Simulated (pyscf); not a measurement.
Structures and frequencies: ωB97X-D3(BJ)/def2-SVP in PySCF.

SMILES: [CH3][HfH]([CH3])[CH3]
```xyz
14

C     -1.1572    -0.5210    -2.6830
Hf    -0.7193     0.9407    -1.0924
C      1.4191     1.4721    -1.1456
C     -1.1738     0.0175     0.8575
H     -0.2518    -1.0009    -3.0988
H     -1.6729    -0.0114    -3.5214
H     -1.8266    -1.3287    -2.3313
H     -1.7660     2.4762    -1.3281
H      1.5221     2.5717    -1.0478
H      1.9097     1.1813    -2.0932
H      1.9973     1.0159    -0.3204
H     -0.5659     0.4507     1.6741
H     -2.2376     0.1848     1.1180
H     -1.0041    -1.0756     0.8657
```
Charge 0, spin multiplicity 1.

Task: How much does it cost (ΔH, 298 K, ωB97M-D3(BJ)/def2-TZVP) to split `[CH3][HfH]([CH3])[CH3]` at its H–Hf bond into [H₃C–Hf(CH₃)–CH₃]• + H•?

Result: H–Hf to [H₃C–Hf(CH₃)–CH₃]• + H•: 339.7 kJ/mol. The 7 functionals that were run give +314.4 (M06-2X) to +348.6 kJ/mol (ωB97X-D3(BJ)/def2-TZVP). The radicals are drawn with the spin at the cut bond; how far it spreads was not checked. Other isomers of [H₃C–Hf(CH₃)–CH₃]• were not searched in full and may lie lower. Open-shell species with a d-block atom are single-reference here; other states, and whether the spin sits on metal or ligand, were not checked. Elements past Kr carry the def2 core potentials, without spin-orbit coupling.
